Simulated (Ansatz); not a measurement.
`CC1=NCS1` + `C=NC(=N)O` → `C=N/C(O)=N\C` + `C1=NCS1`  (substitution at a C–C bond)

Program: Ansatz. Geometries: PBE0-D4/def2-TZVP. ΔE: electronic, gas phase. CCSD(T)/CBS adds triple-zeta CCSD(T) − MP2 to the extrapolated MP2 energy (def2 sets, frozen cores). DFT in def2-TZVPP. B3LYP here is the variant with VWN-RPA as its local correlation; programs differ in this. One conformer a species, not always the lowest.

Question: Is it downhill or uphill in electronic energy at CCSD(T)/CBS, and by how much? (Best estimate.)

Answer: Ansatz gave: Uphill: ΔE = +63.3 kJ/mol.

Question: What do these levels give: BLYP-D4, B3LYP-D4, r2SCAN0-D4, CAM-B3LYP-D4, ωB97M-V, BLYP, r2SCANh, BHLYP, RPA@PBE/def2-TZVPP, HF/def2-QZVPP, MP2/def2-QZVPP, HF/CBS(def2)? (Best estimate.)

Answer: Computed: BLYP-D4 57.8, B3LYP-D4 60.9, r2SCAN0-D4 65.9, CAM-B3LYP-D4 62.1, ωB97M-V 64.5, BLYP 56.9, r2SCANh 64.8, BHLYP 63.3, RPA@PBE/def2-TZVPP 59.7, HF/def2-QZVPP 67.1, MP2/def2-QZVPP 65.0, HF/CBS(def2) 67.1 kJ/mol.

Largest T1 diagnostic among the species: 0.015.

From BLYP to BHLYP (50 % exact exchange), in def2-TZVPP and without D4, ΔE moves by +6.4 kJ/mol. Leaving LDA and LC-ωPBE aside and taking each functional with its dispersion term where it has one, the values spread over 8.1 kJ/mol, from BLYP-D4 to r2SCAN0-D4.
